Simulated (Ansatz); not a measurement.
## How methods differ on P2H2 (SMILES [H]/P=P/[H])

The species is P2H2 (4 atoms), meant as a singlet with charge 0. As SMILES, `[H]/P=P/[H]`. The shape is that of a GFN2-xTB optimisation.

Each level gives the electronic atomisation energy (eV). The values are calculated. Electronic energies at fixed atoms, without zero-point motion or spin-orbit coupling.

```
         level                    kind  program  value (eV)  less FCI/STO-3G  CPU time (all runs)
   BLYP/STO-3G                     GGA   Ansatz       13.53            +3.15                1.2 s
    PBE/STO-3G                     GGA   Ansatz       13.56            +3.18                1.2 s
 revPBE/STO-3G                     GGA   Ansatz       13.17            +2.79                1.2 s
r2SCAN0/STO-3G         hybrid meta-GGA   Ansatz       11.99            +1.61                3.4 s
wB97M-V/STO-3G  range-separated hybrid   Ansatz       13.30            +2.92                 14 s
   CCSD/STO-3G   coupled cluster or CI   Ansatz       10.33            -0.05               0.22 s
 CCSDTQ/STO-3G   coupled cluster or CI   Ansatz       10.38             0.00                  2 s
    FCI/STO-3G      exact in the basis   Ansatz       10.38             0.00                0.4 s
```

FCI/STO-3G is exact within its basis and frozen core, so for wave-function methods in that basis the difference is their error; functionals converge differently with the basis, so for them it is only a difference. The values span 10.33 to 13.56 eV. All rows use very small basis sets, so none should be taken for the real molecule's value. In so small a basis fixed costs decide the times, and correlated methods can beat functionals. Times are those of the runs behind each value, whatever else they computed, on shared processors of several kinds: orders of magnitude only.
